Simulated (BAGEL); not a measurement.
# HF/6-311+G(d,p) (density fitting with qzvpp-jkfit) run of C2H2F2 (SMILES F/C=C\F)

What is the vertical electron affinity of C2H2F2 at HF/6-311+G** (density fitting with qzvpp-jkfit)? 

The results are computed with BAGEL 1.2.2.

2 further runs of the same task are left out: 2 set aside as unsound or not needed.

### 1 The system as given

C2H2F2: 6 atoms, total charge 0, spin state singlet. As SMILES, `F/C=C\F`. The shape is that of a GFN2-xTB optimisation.

Bond lengths: F1–C2 1.335 Å, C2–C3 1.321 Å, C3–F4 1.335 Å, C2–H5 1.079 Å, C3–H6 1.078 Å. Angles: F1–C2–C3 123.7°, C2–C3–F4 123.7°, F1–C2–H5 113.2°, C3–C2–H5 123.0°, C2–C3–H6 123.2°, F4–C3–H6 113.1°.

### 2 The energy at HF/6-311+G(d,p) (density fitting with qzvpp-jkfit)

Input file calc.json:

```json
{ "bagel": [

{
  "title": "molecule",
  "basis": "6-311+gss.json",
  "df_basis": "qzvpp-jkfit",
  "angstrom": true,
  "geometry": [
    { "atom": "F", "xyz": [       0.192360,      -0.836360,      -1.520840 ] },
    { "atom": "C", "xyz": [       0.405210,       0.027280,      -0.525710 ] },
    { "atom": "C", "xyz": [      -0.327390,       0.076410,       0.572410 ] },
    { "atom": "F", "xyz": [      -1.362570,      -0.733090,       0.808990 ] },
    { "atom": "H", "xyz": [       1.239650,       0.687180,      -0.705780 ] },
    { "atom": "H", "xyz": [      -0.147270,       0.778580,       1.370930 ] }
  ]
},

{ "title": "hf", "charge": 0 },

{ "title": "print", "file": "orbitals.molden", "orbitals": true }

]}
```

The basis set 6-311+G** is read from a file made from the Basis Set Exchange's data (not shown).

The run is started by

```console
BAGEL_NUM_THREADS=1 BAGEL calc.json > calc.out
```

What it wrote:

```text
* using 1 threads per process

  ===============================================================
  ===============================================================

  *** Geometry ***

  { "atom" : "F", "xyz" : [      0.363508,     -1.580491,     -2.873971 ] },
  { "atom" : "C", "xyz" : [      0.765736,      0.051552,     -0.993448 ] },
  { "atom" : "C", "xyz" : [     -0.618677,      0.144394,      1.081698 ] },
  { "atom" : "F", "xyz" : [     -2.574884,     -1.385339,      1.528770 ] },
  { "atom" : "H", "xyz" : [      2.342599,      1.298582,     -1.333731 ] },
  { "atom" : "H", "xyz" : [     -0.278300,      1.471303,      2.590682 ] },

  Number of auxiliary basis functions:      340

  Since a DF basis is specified, we compute 2- and 3-index integrals:
    o Being stored without compression. Storage requirement is 0.027 GB

  Number of basis functions:      100
  Number of electrons      :       32

    * METHOD: MOLECULE                             0.13

  *** RHF ***

  === Nuclear Repulsion ===
   113.6076176876

      * DIIS with orbital gradients will be used.

  === RHF iteration (6-311+gss.json) ===
      0       -275.53663602          0.02821409           0.03
      1       -275.71069104          0.01914433           0.03
      2       -275.80488725          0.00221887           0.03
      3       -275.80702820          0.00063440           0.03
      4       -275.80721227          0.00013819           0.03
      5       -275.80722639          0.00003874           0.03
      6       -275.80722757          0.00000628           0.03
      7       -275.80722760          0.00000138           0.03
      8       -275.80722760          0.00000043           0.03
      9       -275.80722760          0.00000019           0.03
     10       -275.80722760          0.00000006           0.03
     11       -275.80722760          0.00000002           0.03
     12       -275.80722760          0.00000001           0.03
    * SCF iteration converged.

    * Permanent dipole moment:
           (   -0.640420,    -0.858228,    -0.388374) a.u.

    * METHOD: HF                                   0.52

    * METHOD: PRINT                                0.03

  ===============================================================
```

Wall time 0.81 s (1 thread of Arm Neoverse V1, shared host); peak memory 0.096 GiB.

### 3 The doublet anion at the same level

Input file hf.json:

```json
{ "bagel" : [

{
  "title" : "molecule",
  "basis" : "6-311+gss.json",
  "df_basis" : "qzvpp-jkfit",
  "angstrom" : true,
  "geometry" : [
    { "atom" : "F", "xyz" : [    0.192360,   -0.836360,   -1.520840 ] },
    { "atom" : "C", "xyz" : [    0.405210,    0.027280,   -0.525710 ] },
    { "atom" : "C", "xyz" : [   -0.327390,    0.076410,    0.572410 ] },
    { "atom" : "F", "xyz" : [   -1.362570,   -0.733090,    0.808990 ] },
    { "atom" : "H", "xyz" : [    1.239650,    0.687180,   -0.705780 ] },
    { "atom" : "H", "xyz" : [   -0.147270,    0.778580,    1.370930 ] }
  ]
},
{ "title" : "uhf", "charge" : -1, "nopen" : 1 },
{ "title" : "print", "file" : "orbitals.molden", "orbitals" : true }

]}
```

The basis set 6-311+G** is read from a file made from the Basis Set Exchange's data (not shown).

The run is started by

```console
BAGEL_NUM_THREADS=1 BAGEL hf.json > hf.out
```

What it wrote:

```text
* using 1 threads per process

  ===============================================================
  ===============================================================

  *** Geometry ***

  { "atom" : "F", "xyz" : [      0.363508,     -1.580491,     -2.873971 ] },
  { "atom" : "C", "xyz" : [      0.765736,      0.051552,     -0.993448 ] },
  { "atom" : "C", "xyz" : [     -0.618677,      0.144394,      1.081698 ] },
  { "atom" : "F", "xyz" : [     -2.574884,     -1.385339,      1.528770 ] },
  { "atom" : "H", "xyz" : [      2.342599,      1.298582,     -1.333731 ] },
  { "atom" : "H", "xyz" : [     -0.278300,      1.471303,      2.590682 ] },

  Number of auxiliary basis functions:      340

  Since a DF basis is specified, we compute 2- and 3-index integrals:
    o Being stored without compression. Storage requirement is 0.027 GB

  Number of basis functions:      100
  Number of electrons      :       32

    * METHOD: MOLECULE                             0.13

  *** Open-shell HF ***

  === Nuclear Repulsion ===
   113.6076176876

      * DIIS with orbital gradients will be used.

  === UHF iteration (6-311+gss.json) ===
      0       -275.20851835          0.06505875           0.07
      1       -275.48681754          0.05586610           0.07
      2       -275.64575676          0.03257210           0.07
      3       -275.73150709          0.00318462           0.07
      4       -275.73679318          0.00179836           0.07
      5       -275.73931327          0.00071815           0.07
      6       -275.74078074          0.00051417           0.07
      7       -275.74246175          0.00027480           0.07
      8       -275.74300403          0.00007330           0.07
      9       -275.74300241          0.00005671           0.07
     10       -275.74301393          0.00001673           0.07
     11       -275.74301424          0.00000570           0.07
     12       -275.74301437          0.00000222           0.07
     13       -275.74301440          0.00000087           0.07
     14       -275.74301441          0.00000050           0.07
     15       -275.74301441          0.00000037           0.07
     16       -275.74301441          0.00000034           0.07
     17       -275.74301441          0.00000028           0.07
     18       -275.74301441          0.00000016           0.07
     19       -275.74301441          0.00000007           0.07
     20       -275.74301441          0.00000005           0.07
     21       -275.74301441          0.00000003           0.07
     22       -275.74301441          0.00000002           0.07
     23       -275.74301441          0.00000001           0.07
    * SCF iteration converged.

    * S^2 (UHF) is 0.7509

    * Permanent dipole moment:
           (    1.137445,     1.533039,     0.702784) a.u.

    * METHOD: UHF                                  1.75

    * METHOD: PRINT                                0.03

  ===============================================================
```

It took 2 s on 1 thread of Arm Neoverse V1, shared host; peak memory 0.095 GiB.

### 4 Summary of results

At HF/6-311+G** (density fitting with qzvpp-jkfit):

| quantity | value |
| --- | --- |
| singlet C2H2F2: total energy | -275.80723 Eh |
| singlet C2H2F2: dipole moment | 2.90 D |
| singlet C2H2F2: HOMO energy | -10.76 eV |
| singlet C2H2F2: LUMO energy | 1.79 eV |
| singlet C2H2F2: HOMO–LUMO gap | 12.55 eV |
| doublet anion: total energy | -275.74301 Eh |
| doublet anion: ⟨S²⟩ | 0.751 |
| vertical electron affinity (to the doublet anion) | -1.747 eV |

In words: The anion lies 1.75 eV (40 kcal/mol) above the neutral: the electron isn't bound at this level, and such a value depends on the basis. Hartree–Fock misses the correlation that binds many anions.
